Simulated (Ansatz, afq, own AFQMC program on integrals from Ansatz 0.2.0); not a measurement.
# BS⁺, triplet → BS⁺, quintet

```tsv
atom	x (Å)	y (Å)	z (Å)
B	0.0000	0.0000	0.0000
S	0.0000	0.0000	1.7033
```

E(quintet, charge +1) − E(triplet, charge +1) at this geometry, on UHF and UHF determinants.

Basis 6-31G. Noble-gas cores (and the filled d shells of Ga–Kr and In–Xe) are frozen. AFQMC by an in-house program on the Cholesky factors that Ansatz 0.2.0 writes for its CCSD(T) run. The CISD trial takes its coefficients from CCSD amplitudes. Released means that phaseless walkers are propagated on without the constraint, phases kept. Free projection: walkers drawn from exp(T), propagated without any constraint. Its projection time is finite, and what remains of the start isn't in its error. ± is one standard error of the sampling. The errors of all members are added in quadrature.

Full CI on the same integrals is exact in this basis and with this determinant's frozen core.

Errors are counted within 6-31G, not against nature.

Cautions: BS⁺ (triplet): lower spins were not checked, the released energy hasn't reached full CI (16 meV above it at 2.40 1/Eh), so no released level is given (meV from the phaseless value at times in 1/Eh: 4 ± 6 at 0.24, 5 ± 5 at 0.51, -10 ± 6 at 0.99, -7 ± 6 at 1.62, -4 ± 6 at 2.40), its ph-AFQMC/CISD value lies 20 ± 5 meV above full CI; BS⁺ (quintet): another spin lies lower; core correlation is missing, and it shifts such a gap most where an s electron is promoted.

| level | vertical spin gap (kcal/mol) |
| --- | --- |
| HF | 63.6 |
| CCSD | 88.8 |

(1) From these cheaper values, estimate the vertical spin gap at the reference level in 6-31G.

(1) 91.5 kcal/mol (full CI in 6-31G).

```tsv
level	vertical spin gap (kcal/mol)	error against FCI (kcal/mol)
MP2	85.5	-6.1
CCSD(T)	91.0	-0.5
CCSDT	91.7	0.1
CCSDT(Q)	91.7	0.1
CCSDTQ	91.6	0.0
ph-AFQMC/CISD	91.1 ± 0.1	-0.4 ± 0.1
free AFQMC	91.5 ± 0.2	0.0 ± 0.2
```

Correlation beyond CCSD(T) adds 0.5 kcal/mol. The perturbative (T) step is worth +2.2 kcal/mol.

CCSDT and higher add their correlation energy to the determinant of the CCSD(T) run, since their own runs factorise the integrals more tightly (a shift of under 2 meV). Free projections are given only where their last times agree within the noise and don't stop above the reference; a slow remainder of the start can still hide under it. A walk keeps the symmetry of its determinant, which the program's search chose and which needn't be the lowest solution, so a lower state of the same spin and another symmetry isn't excluded.
